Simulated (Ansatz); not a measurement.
# doublet [C2H3ClF2]+: levels of theory compared

We compute a comparison of 6 runs (UHF/STO-3G, UB3LYP/6-31G*, U-revPBE/cc-pVDZ, UBHLYP/cc-pVDZ, RPA@PBE/cc-pVDZ) of doublet [C2H3ClF2]+. 

The results are computed with Ansatz 0.2.0.

55 further runs of the same task are left out: 1 that didn't finish, 54 set aside as unsound or not needed. Runs told in other sessions of the task aren't counted.

## (1) The system as given

[C2H3ClF2]+: 8 atoms, total charge +1, spin state doublet. SMILES of the parent species: `CC(F)(F)Cl`. The shape is that of a PBE0-D4/def2-TZVP optimisation. That shape belongs to the parent species and isn't relaxed for this state.

Bond lengths: C1–C2 1.499 Å, C2–F3 1.343 Å, C2–F4 1.343 Å, C2–Cl5 1.781 Å, C1–H6 1.088 Å, C1–H7 1.091 Å, C1–H8 1.088 Å. Some angles: C1–C2–F3 111.0°, C1–C2–F4 111.0°, C1–C2–Cl5 112.0°, F3–C2–F4 106.8°, F3–C2–Cl5 107.9°, F4–C2–Cl5 107.9°, C2–C1–H6 109.7°, C2–C1–H7 108.3°, C2–C1–H8 109.7°, H6–C1–H7 109.7°.

## (2) The energy at UHF/STO-3G (run 1)

File run.yaml:

```yaml
crystal:
  periodic: [false, false, false]
  atoms:
    - symbol: C
      position_ang: [-0.591960, -0.305640, 0.477310]
    - symbol: C
      position_ang: [0.524930, 0.179790, -0.395910]
    - symbol: F
      position_ang: [1.713900, 0.014330, 0.206290]
    - symbol: F
      position_ang: [0.571970, -0.511300, -1.546500]
    - symbol: Cl
      position_ang: [0.352900, 1.905700, -0.801400]
    - symbol: H
      position_ang: [-0.600880, 0.257090, 1.409000]
    - symbol: H
      position_ang: [-0.428120, -1.363800, 0.687730]
    - symbol: H
      position_ang: [-1.542750, -0.176190, -0.036530]
basis:
  gaussian:
    orbitals: STO-3G
total_charge: 1
magnetization:
  spin_polarized: true
  initial_magnetization: 1
hamiltonian:
  xc: hf
accuracy: high
output: {orbitals: {seedname: orbitals}}
```

The run is started by

```
$ ansatz run run.yaml --threads 1 --pin off --max-ram 3480MiB --events-out events.jsonl --progress --plain --runs-dir runs
```

What it wrote:

```text
Warning: RAYON_NUM_THREADS=1 ignored (pool sized by the plan → 1); use --threads N
Functional definition: HF
  name "HF"
  exchange = exact_x
  correlation = 0
659 factors; integrals over basis functions are off by at most 2.5e-8 eV
mean field evaluation 1: about -19771.0227 eV, gradient 3.1e1 eV
mean field evaluation 2: about -19771.2441 eV, gradient 3.1e1 eV
mean field evaluation 4: about -19777.9113 eV, gradient 2.2e0 eV
mean field evaluation 8: about -19778.1549 eV, gradient 1.2e0 eV
mean field evaluation 16: about -19778.7161 eV, gradient 2.1e-8 eV
mean field evaluation 32: about -19778.6572 eV, gradient 5.5e-1 eV
mean field evaluation 64: about -19777.7750 eV, gradient 7.6e-1 eV
mean field evaluation 96: about -19777.3624 eV, gradient 2.1e-1 eV
mean field evaluation 128: about -19778.6900 eV, gradient 5.2e-1 eV
mean field evaluation 160: about -19778.6192 eV, gradient 1.5e-1 eV
mean field -19778.71611557 eV, -726.8544107520 hartree, gradient 2.9e-8 eV, S^2 0.752588; 4 other end points of the search recorded, 0 dependent functions left out
reference -19778.71611557 eV, -726.8544107520 hartree; 25, 24 occupied and 7, 8 virtual orbitals, 659 factors
Total energy: -19778.71611557 eV, -726.8544107520 hartree
```

It took 1.1 s on 1 thread of Arm Neoverse V1, shared host; peak memory 0.096 GiB.

## (3) A single-point energy at UB3LYP/6-31G(d) (spherical functions) (run 2)

File input.yaml:

```yaml
crystal:
  periodic: [false, false, false]
  atoms:
    - {symbol: C, position_ang: [-0.591960, -0.305640, 0.477310]}
    - {symbol: C, position_ang: [0.524930, 0.179790, -0.395910]}
    - {symbol: F, position_ang: [1.713900, 0.014330, 0.206290]}
    - {symbol: F, position_ang: [0.571970, -0.511300, -1.546500]}
    - {symbol: Cl, position_ang: [0.352900, 1.905700, -0.801400]}
    - {symbol: H, position_ang: [-0.600880, 0.257090, 1.409000]}
    - {symbol: H, position_ang: [-0.428120, -1.363800, 0.687730]}
    - {symbol: H, position_ang: [-1.542750, -0.176190, -0.036530]}
basis:
  gaussian:
    orbitals: 6-31G_st_-spherical.json
total_charge: 1
magnetization:
  spin_polarized: true
  initial_magnetization: 1
hamiltonian:
  xc: {name: B3LYP}
accuracy: high
output: {orbitals: {seedname: orbitals}}
```

The basis set 6-31G* is read from a file made from the Basis Set Exchange's data (not shown).

The run is started by

```
$ ansatz run input.yaml --threads 1 --pin off --max-ram 3480MiB --events-out events.jsonl --progress --plain --runs-dir runs
```

What it wrote:

```text
Warning: RAYON_NUM_THREADS=1 ignored (pool sized by the plan → 1); use --threads N
Functional definition: B3LYP
  name "B3LYP"
  parameter a0 = 0.2
  parameter ax = 0.72
  parameter ac = 0.81
  exchange = (1 - a0 - ax)*slater_x + ax*b88_x + a0*exact_x
  correlation = (1 - ac)*vwn_rpa_c + ac*lyp_c
1868 factors; integrals over basis functions are off by at most 3.5e-9 eV
mean field evaluation 1: about -20057.2271 eV, gradient 5.1e1 eV
mean field evaluation 2: about -20028.5627 eV, gradient 9.6e1 eV
mean field evaluation 4: about -20066.8372 eV, gradient 5.5e0 eV
mean field evaluation 8: about -20067.2370 eV, gradient 6.0e-1 eV
mean field evaluation 16: about -20067.2452 eV, gradient 1.3e-2 eV
mean field evaluation 32: about -20067.2452 eV, gradient 1.4e-4 eV
mean field evaluation 64: about -20065.9052 eV, gradient 1.1e1 eV
mean field -20067.24519887 eV, -737.4576589910 hartree, gradient 4.9e-8 eV, S^2 0.752652; 7 other end points of the search recorded, 0 dependent functions left out
reference -20067.24522895 eV, -737.4576600967 hartree; 25, 24 occupied and 55, 56 virtual orbitals, 1868 factors
Total energy: -20067.24522895 eV, -737.4576600967 hartree
```

It took 38 s on 1 thread of Arm Neoverse V1, shared host; peak memory 0.41 GiB.

Runs 3 to 4 aren't shown in full; the table further down has their settings and results.

## (4) A single-point energy at UBHLYP/cc-pVDZ (run 5)

File run.yaml:

```yaml
crystal:
  periodic: [false, false, false]
  atoms:
    - {symbol: C, position_ang: [-0.591960, -0.305640, 0.477310]}
    - {symbol: C, position_ang: [0.524930, 0.179790, -0.395910]}
    - {symbol: F, position_ang: [1.713900, 0.014330, 0.206290]}
    - {symbol: F, position_ang: [0.571970, -0.511300, -1.546500]}
    - {symbol: Cl, position_ang: [0.352900, 1.905700, -0.801400]}
    - {symbol: H, position_ang: [-0.600880, 0.257090, 1.409000]}
    - {symbol: H, position_ang: [-0.428120, -1.363800, 0.687730]}
    - {symbol: H, position_ang: [-1.542750, -0.176190, -0.036530]}
basis:
  gaussian: {orbitals: cc-pVDZ}
total_charge: 1
magnetization: {spin_polarized: true, initial_magnetization: 1}
hamiltonian: {xc: {name: BHLYP}}
accuracy: high
output: {orbitals: {seedname: orbitals}}
```

The run is started by

```
$ ansatz run run.yaml --threads 1 --pin off --max-ram 3480MiB --events-out events.jsonl --progress --plain --runs-dir runs
```

What it wrote:

```text
Warning: RAYON_NUM_THREADS=1 ignored (pool sized by the plan → 1); use --threads N
Functional definition: BHLYP
  name "BHLYP"
  parameter a = 0.5
  exchange = (1 - a)*b88_x + a*exact_x
  correlation = lyp_c
2085 factors; integrals over basis functions are off by at most 3.6e-9 eV
mean field evaluation 1: about -20057.3424 eV, gradient 4.4e1 eV
mean field evaluation 2: about -20047.9021 eV, gradient 6.3e1 eV
mean field evaluation 4: about -20064.5090 eV, gradient 3.9e0 eV
mean field evaluation 8: about -20064.7059 eV, gradient 2.7e-1 eV
mean field evaluation 16: about -20064.7074 eV, gradient 3.7e-3 eV
mean field evaluation 32: about -20064.7074 eV, gradient 7.3e-5 eV
mean field -20064.70736429 eV, -737.3643952906 hartree, gradient 9.2e-8 eV, S^2 0.754248; 4 other end points of the search recorded, 0 dependent functions left out
reference -20064.70738618 eV, -737.3643960949 hartree; 25, 24 occupied and 64, 65 virtual orbitals, 2085 factors
Total energy: -20064.70738618 eV, -737.3643960949 hartree
```

Wall time 38 s (1 thread of Arm Neoverse V1, shared host); peak memory 0.48 GiB.

## (5) A single-point energy at RPA@PBE/cc-pVDZ (run 6)

File in.yaml:

```yaml
crystal:
  periodic: [false, false, false]
  atoms:
    - {symbol: C, position_ang: [-0.591960, -0.305640, 0.477310]}
    - {symbol: C, position_ang: [0.524930, 0.179790, -0.395910]}
    - {symbol: F, position_ang: [1.713900, 0.014330, 0.206290]}
    - {symbol: F, position_ang: [0.571970, -0.511300, -1.546500]}
    - {symbol: Cl, position_ang: [0.352900, 1.905700, -0.801400]}
    - {symbol: H, position_ang: [-0.600880, 0.257090, 1.409000]}
    - {symbol: H, position_ang: [-0.428120, -1.363800, 0.687730]}
    - {symbol: H, position_ang: [-1.542750, -0.176190, -0.036530]}
basis:
  gaussian:
    orbitals: cc-pVDZ
accuracy: high
correlation:
  method: rpa
  frozen_orbitals: {C: 1, Cl: 5, F: 1, H: 0}
magnetization:
  spin_polarized: true
  initial_magnetization: 1
hamiltonian:
  xc: pbe
total_charge: 1
```

The run is started by

```
$ ansatz run in.yaml --threads 1 --pin off --max-ram 3480MiB --events-out events.jsonl --progress --plain --runs-dir runs
```

What it wrote (excerpt; [...] marks lines left out):

```text
Warning: RAYON_NUM_THREADS=1 ignored (pool sized by the plan → 1); use --threads N
Functional definition: PBE
  name "PBE"
[...]
2085 factors; integrals over basis functions are off by at most 3.6e-9 eV
[...]
mean field -20055.43762002 eV, -737.0237384720 hartree, gradient 2.9e-8 eV, S^2 0.751366; 11 other end points of the search recorded, 0 dependent functions left out
9 core orbitals not correlated: weight in the atoms' cores, before any rotation towards them, 1.000 or more for the frozen orbitals, at most 0.000 for the correlated occupied ones
reference -20010.69315825 eV, -735.3794098308 hartree; 16, 15 occupied and 64, 65 virtual orbitals, 2085 factors
Total energy: -20044.20166374 eV, -736.6108246945 hartree
```

Run time: 84 s. Hardware: 1 thread of Arm Neoverse V1, shared host; peak memory 0.52 GiB.

## (6) All runs side by side

```csv
run,level,Cartesian functions,frozen core orbitals,energy (Eh),HOMO energy (eV),LUMO energy (eV),⟨S²⟩,wall time
1,UHF/STO-3G,no,–,-726.854411,-19.08,-8.94,0.753,1.1 s
2,UB3LYP/6-31G* (spherical functions),no,–,-737.457660,-16.44,-14.68,0.753,38 s
3,UB3LYP/6-31G* (Cartesian functions),yes,–,-737.464338,-16.45,-14.68,0.753,37 s
4,U-revPBE/cc-pVDZ,no,–,-737.328797,-15.13,-15.04,0.751,53 s
5,UBHLYP/cc-pVDZ,no,–,-737.364396,-18.48,-13.38,0.754,38 s
6,RPA@PBE/cc-pVDZ,no,9,-736.610825,–,–,0.751,84 s
```

## (7) Results

| quantity | value |
| --- | --- |
| run 6: total energy | -736.61082 Eh |
| run 6: RPA correlation energy (valence) | -1231.4 mEh |
| run 6: ⟨S²⟩ of the reference determinant | 0.751 |

What this shows: Totals of different functionals can't be ranked against each other. In run 1 the basis is minimal, so the values are rough. All runs together took 4.2 min, the longest 84 s.
